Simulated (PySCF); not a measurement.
## Carbon: a sound run and one with changed settings

Sound run: C [He] 2s2 2p2, C⁺ [He] 2s2 2p1. Calculation: PySCF 2.14, in pcseg-2; the non-relativistic Hamiltonian (point nucleus). The sound run starts from symmetry-adapted Hartree-Fock orbitals and uses a fine grid where one is needed.

A second run was set up differently.

```csv
species,method,sound run (hartree),changed run (hartree),converged
C,UHF,-37.68907,-37.68907,yes
C,PBE,-37.79598,-38.02479,yes
C,M06-L,-37.84567,-38.07900,yes
C⁺,UHF,-37.29263,-37.29263,yes
C⁺,PBE,-37.37140,-37.62432,yes
C⁺,M06-L,-37.42646,-37.72746,yes
```

Ionisation energy of C:

| method | sound run (eV) | changed run (eV) |
| --- | --- | --- |
| UHF | 10.788 | 10.788 |
| PBE | 11.553 | 10.897 |
| M06-L | 11.407 | 9.566 |

Question: What was changed?
A. minimal basis
B. level shift left on
C. radial grid too coarse
D. too few SCF iterations

Answer: C. It used radial step 1.2 in ln r (0.13 in the sound run). A coarse radial grid mis-integrates the density and the exchange-correlation energy, with errors of either sign; Hartree-Fock needs no grid.
